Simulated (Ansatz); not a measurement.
The input, for Ansatz 0.2.0:

```yaml
crystal:
  periodic: [false, false, false]
  atoms:
    - {symbol: Si, position_ang: [0.002777, -0.082245, 0.602380]}
    - {symbol: B, position_ang: [0.001943, 0.077489, -1.337625]}
    - {symbol: H, position_ang: [0.049907, 1.141853, 1.470483]}
    - {symbol: H, position_ang: [-0.052869, 1.185622, -1.795787]}
    - {symbol: H, position_ang: [-0.095254, -0.866907, -2.112430]}
basis:
  gaussian: {orbitals: cc-pVDZ}
magnetization: {spin_polarized: true, initial_magnetization: 2}
correlation: {method: ccsd_t, electrons: outside_noble_gas}
```

```sh
$ ansatz run in.yaml --threads 1 --pin off --events-out ev --progress --plain --max-ram 2393MiB
```

Log:

```
444 factors; integrals over basis functions are off by at most 1.4e-3 eV
mean field evaluation 1: about -8577.4473 eV, gradient 1.0e1 eV
mean field evaluation 2: about -8577.4860 eV, gradient 1.0e1 eV
mean field evaluation 4: about -8578.7942 eV, gradient 1.6e0 eV
mean field evaluation 8: about -8578.9174 eV, gradient 2.2e-1 eV
mean field evaluation 16: about -8577.4471 eV, gradient 1.0e1 eV
mean field evaluation 32: about -8574.6334 eV, gradient 2.6e-1 eV
mean field evaluation 64: about -8574.7920 eV, gradient 4.2e-1 eV
mean field -8578.92007970 eV, -315.2694979280 hartree, gradient 1.7e-6 eV, S^2 2.007526; 0 other end points of the search recorded, 0 dependent functions left out
6 core orbitals not correlated: weight in the atoms' cores, before any rotation towards them, 1.000 or more for the frozen orbitals, at most 0.000 for the correlated occupied ones
reference -8578.92007970 eV, -315.2694979280 hartree; 6, 4 occupied and 35, 37 virtual orbitals, 444 factors
second order -4.11864089 eV of doubles, -0.00000000 eV of singles
cycle   1  -4.83661094 eV  change   -7.2e-1 eV  update   6.9e-2
cycle   2  -5.10907345 eV  change   -2.7e-1 eV  update   2.9e-2
cycle   3  -5.13306072 eV  change   -2.4e-2 eV  update   1.4e-2
cycle   4  -5.13332106 eV  change   -2.6e-4 eV  update   7.1e-3
cycle   5  -5.13460206 eV  change   -1.3e-3 eV  update   3.0e-3
cycle   6  -5.13513611 eV  change   -5.3e-4 eV  update   1.0e-3
cycle   7  -5.13528007 eV  change   -1.4e-4 eV  update   4.5e-4
cycle   8  -5.13533512 eV  change   -5.5e-5 eV  update   2.0e-4
cycle   9  -5.13528692 eV  change    4.8e-5 eV  update   8.2e-5
cycle  10  -5.13530163 eV  change   -1.5e-5 eV  update   3.3e-5
cycle  11  -5.13531178 eV  change   -1.0e-5 eV  update   1.4e-5
cycle  12  -5.13531409 eV  change   -2.3e-6 eV  update   5.5e-6
perturbative correction -0.14462552 eV, -0.0053148898 hartree
Total energy: -8584.20001931 eV, -315.4635321298 hartree
```

For the same geometry and basis UCCSDT(Q) lies 42.5 meV lower.

Ran on 1 thread of Arm Neoverse V2, shared host: 0.87 s wall, 0.11 GiB peak host memory.
